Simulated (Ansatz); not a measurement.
# NH− (doublet): geometry optimisation

Where does this start of NH− (doublet) end when it is relaxed?

Program: Ansatz 0.2.0, Gaussian basis. Level of theory: UKS PBE0/def2-TZVPD. These are calculated values, not measurements.

## 1. Where the work starts

2 atoms, charge -1, spin multiplicity 2.

Atoms are counted from 1 here; the program's logs count them from 0.

Bond lengths: N1–H2 1.020 Å.

The start is set by covalent radii. Sticks and bond lists go by distance. 

## 2. Relaxation

File in.yaml:

```yaml
crystal:
  periodic: [false, false, false]
  atoms:
    - {symbol: N, position_ang: [0.000000, 0.000000, 0.000000]}
    - {symbol: H, position_ang: [0.000000, 0.000000, 1.020000]}
basis:
  gaussian: {orbitals: def2-TZVPD}
total_charge: -1
magnetization: {spin_polarized: true, initial_magnetization: 1}
hamiltonian: {xc: pbe0}
relax: {f_tol: 0.004, max_steps: 80}
```

Run with:

```
> ansatz run in.yaml --threads 1 --pin off --events-out ev --progress --plain --max-ram 1740MiB
```

Q: Predict the outcome of this session. Wanted: energy gained; shift from the start; total energy; ⟨S²⟩.

**Answer**, as computed:

| quantity | value |
| --- | --- |
| steps | 4 |
| energy gained | 0.005 eV |
| shift from the start (rms) | 0.008 Å |
| total energy | -1501.5051 eV |
| ⟨S²⟩ | 0.755 |

What this shows: The bonds of the start are those of the end. N1–H2 went from 1.020 to 1.037 Å. No vibrations were run, so this is a stationary point, not a proven minimum, and this spin need not be the ground state's.
